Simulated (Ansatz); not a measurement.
Breaking a bond in CH4Si (SMILES C[SiH])

The species is CH4Si (6 atoms), meant as a singlet with charge 0. SMILES: `C[SiH]`. The coordinates come from a PBE0-D4/def2-TZVP relaxation.

```jsonl
{"atom": "C", "x (Å)": "-0.0935", "y (Å)": "-0.3660", "z (Å)": "-0.3703"}
{"atom": "Si", "x (Å)": "0.9173", "y (Å)": "0.2098", "z (Å)": "1.1223"}
{"atom": "H", "x (Å)": "-1.1569", "y (Å)": "-0.4101", "z (Å)": "-0.1022"}
{"atom": "H", "x (Å)": "0.2150", "y (Å)": "-1.3356", "z (Å)": "-0.7630"}
{"atom": "H", "x (Å)": "-0.0240", "y (Å)": "0.3820", "z (Å)": "-1.1708"}
{"atom": "H", "x (Å)": "0.1422", "y (Å)": "1.5200", "z (Å)": "1.2840"}
```

The C1–H5 distance is scanned; the parts on either side stay rigid. Basis STO-3G, 6 core orbitals frozen in the correlated methods; program Ansatz 0.2.0. FCI is exact within this basis and core. Energies in eV from each method's value at 1.098 Å; methods without a U are spin-restricted. The shape above is that at 1.098 Å.

```tsv
distance (Å)	HF	SVWN5	B3LYP	r2SCAN0	BCCD(T)	FCI
1.098	0.00	0.00	0.00	0.00	0.00	0.00
1.372	1.24	0.91	0.93	1.05	0.85	0.85
1.647	3.37	2.54	2.59	2.85	2.41	2.40
2.196	7.38	5.34	5.51	6.03	4.57	4.56
2.745	9.96	6.86	7.18	7.84	5.05	5.14
```

Departure from the FCI curve at its largest: HF +4.82 eV at 2.75 Å; SVWN5 +1.72 eV at 2.75 Å; B3LYP +2.04 eV at 2.75 Å; r2SCAN0 +2.71 eV at 2.75 Å; BCCD(T) -0.08 eV at 2.75 Å. Restricted functionals keep the electrons paired too, and rise too high. Restricted Hartree–Fock keeps the electrons paired, so it rises far too high as the bond breaks.
